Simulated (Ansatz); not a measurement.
**AlSiH (singlet): wave-function methods side by side, 6-31G**

One table from this session's results is given with a row withheld; the runs are named, their logs left out.

The runs use Ansatz 0.2.0, Gaussian basis; 6-31G, core rule «outside noble gas», up to 10 orbitals frozen.

To be run: UHF; CCSD(T) on RHF; CCSD(T) on UHF; BCCD(T) on RHF; CISD; CCSDT(Q) on RHF; CCSDT(Q) on UHF; CISDTQ; CCSDTQ on RHF; CCSDTQ on UHF; CASSCF and MRCISD+Q, 8 electrons in 9 orbitals; CASSCF and NEVPT2, 8 electrons in 9 orbitals; Full CI.

21 further runs of the same task are left out: 7 that didn't finish, 14 set aside as unsound or not needed. Runs told in other sessions of the task aren't counted.

### The geometry

The geometry is a PBE0/def2-TZVP stationary point (not a proven minimum) of the parent state, kept for this charge and spin.

3 atoms, charge 0, spin multiplicity 1.

Atoms are counted from 1 here; the program's logs count them from 0.

Bond lengths: Si1–Al2 2.333 Å, Al2–H3 1.599 Å. Angles: Si1–Al2–H3 180.0°.

The first run:

in.yaml reads:

```yaml
crystal:
  periodic: [false, false, false]
  atoms:
    - {symbol: Si, position_ang: [0.000000, 0.000000, 2.088600]}
    - {symbol: Al, position_ang: [0.000000, 0.000000, -0.244867]}
    - {symbol: H, position_ang: [0.000000, 0.000000, -1.843733]}
basis:
  gaussian: {orbitals: 6-31G}
magnetization: {spin_polarized: true, initial_magnetization: 0}
hamiltonian: {xc: hf}
output: {orbitals: {seedname: orbitals}}
```

Launch:

```bash
$ ansatz run in.yaml --threads 1 --pin off --events-out ev --progress --plain --max-ram 2393MiB
```

Steps of the session up to this table: UHF; CCSD(T) on RHF; CCSD(T) on UHF; BCCD(T) on RHF; CISD; CCSDT(Q) on RHF; CCSDT(Q) on UHF; CISDTQ; CCSDTQ on RHF; CCSDTQ on UHF; CASSCF and MRCISD+Q, 8 electrons in 9 orbitals; CASSCF and NEVPT2, 8 electrons in 9 orbitals; Full CI.

One of the session's tables, all rows but one given; the rest of the session is left out.

It belongs to the step «Misses and costs». 

```
          method  from FCI (meV)
             RHF         +2866.9
            RMP2          +905.6
            CISD          +383.2
           RCCSD          +193.3
        RCCSD(T)          +109.8
         BCCD(T)          +112.6
          RCCSDT           +49.5
          CISDTQ           +45.1
       RCCSDT(Q)           +10.0
         RCCSDTQ            +2.3
  CASSCF valence          +648.0
  NEVPT2 valence               ?
  MRCISD valence           +16.4
MRCISD+Q valence            +2.1
             FCI               0
```

**Question.** Estimate the row for NEVPT2 valence.

The run gave: from FCI (meV): +200.6. In the column «from FCI (meV)» it lies between RCCSD (+193.3) and CISD (+383.2).

Left out of the table: UHF, UMP2, UCCSD, UCCSD(T), UCCSDT, UCCSDT(Q), UCCSDTQ (another determinant or state than the rows shown). UCCSDT(Q) lies 0.61 eV below the table's zero, so the state tabled may not be the lowest.

Caveats from the session: The report flags that the cluster equations may have other roots. The program flags RCCSDT(Q), RCCSDTQ as in doubt, so those rows may rest on another solution.
